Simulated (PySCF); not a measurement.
A series of substituents X on one scaffold: vinyl-X. All species are isolated molecules in the gas phase. One relaxed conformer stands for each flexible species; it need not be the lowest. Strings in code marks are SMILES.

Level of theory: PBE-D3(BJ)/def2-TZVP // B3LYP-D3(BJ)/def2-TZVP run with PySCF. Excitations are Tamm–Dancoff values on a coarser integration grid. The basis has no diffuse functions, so Rydberg states are missing or too high.

| species | HOMO (eV) | HOMO–LUMO gap (eV) | S1 excitation (TDA) (eV) |
|---|---|---|---|
| X = methyl (`C(C)=C`) | -6.24 | 5.64 | 7.16 |
| X = fluoro (`C=CF`) | -6.51 | 5.69 | 7.76 |
| X = boryl (`BC=C`) | -7.47 | 4.37 | 4.73 |
| X = selanyl (`C=C[SeH]` (C–C–Se–H torsion 0°)) | -5.36 | 4.34 | 4.61 |
